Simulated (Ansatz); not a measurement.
The cluster BP₂⁻, relaxed as a singlet with RKS PBE0-D4/def2-TZVPD in Ansatz, starting from the GFN2-xTB geometry. Force threshold 0.02 eV/Å.

The restricted singlet is unstable: a solution with broken spin symmetry lies lower. At PBE0-D4/def2-TZVPD a triplet of charge -1 lies 0.92 eV below the restricted singlet, each at its own geometry. The structure comes from a short search, and lower isomers may exist.

Start:

```tsv
atom	x (Å)	y (Å)	z (Å)
B1	-0.004	0.004	0.002
P2	1.112	0.633	1.169
P3	-1.108	-0.637	-1.171
```

```json
{"step": "1", "energy (eV)": "-19245.4054", "largest force component (eV/Å)": "0.293", "SCF passes": "17"}
{"step": "2", "energy (eV)": "-19245.4100", "largest force component (eV/Å)": "0.130", "SCF passes": "23"}
{"step": "3", "energy (eV)": "-19245.4112", "largest force component (eV/Å)": "0.004", "SCF passes": "23"}
```

Force components are those of the run's own axes.

End:

```xyz
3

B    -0.0036    0.0032    0.0017
P     1.1205    0.6385    1.1789
P    -1.1169   -0.6416   -1.1807
```

By distances, no bond broke or formed. The bond that changes most is B1–P2, from 1.73 to 1.75 Å (atoms count from 1).

No frequencies were taken in this run, so the end may be a saddle point.

Run time 2.1 s (4 threads of Arm Neoverse V1 on a shared host).
